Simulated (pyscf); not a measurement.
Structures and frequencies: ωB97X-D3(BJ)/def2-SVP in PySCF. Correlated levels are frozen-core, on RHF or UHF. ΔMP2 is the change of the MP2 total energy from the triple- to the quadruple-zeta basis.

**Question.** Estimate by transition-state theory the rate constant of `[ClH]` + `[CH3][BH][Cl]` → `[Cl][BH][Cl]` + `[CH4]` (singlet surface; Cl–H, B–C broken, B–Cl, C–H formed) at 1200 K, with CCSD(T)/def2-TZVPP + ΔMP2(QZVPP) energies (ideal gas, 1 atm, RRHO with modes under 100 cm⁻¹ raised to 100, one conformer, R ln 2 for chiral ones without a mode under 150 cm⁻¹; no tunnelling).

**Answer.** The electronic barrier is 25.5 kcal/mol and the thermal terms add +43.4, so ΔG‡ = 69.0 kcal/mol. With k_BT/h = 2.50e+13 s⁻¹ and RT = 2.385 kcal/mol, and a volume of 1.64e-19 cm³ per molecule at 1 atm, k = 1.1e-18 cm³ molecule⁻¹ s⁻¹. Wigner's tunnelling factor for 1057i cm⁻¹ would be 1.07. A shift of 1 kcal/mol in the barrier changes k by a factor 1.5. One saddle was located; it need not be the lowest between these sides. The CCSD(T) − MP2 part came from Ansatz, without density fitting, on the same reference.
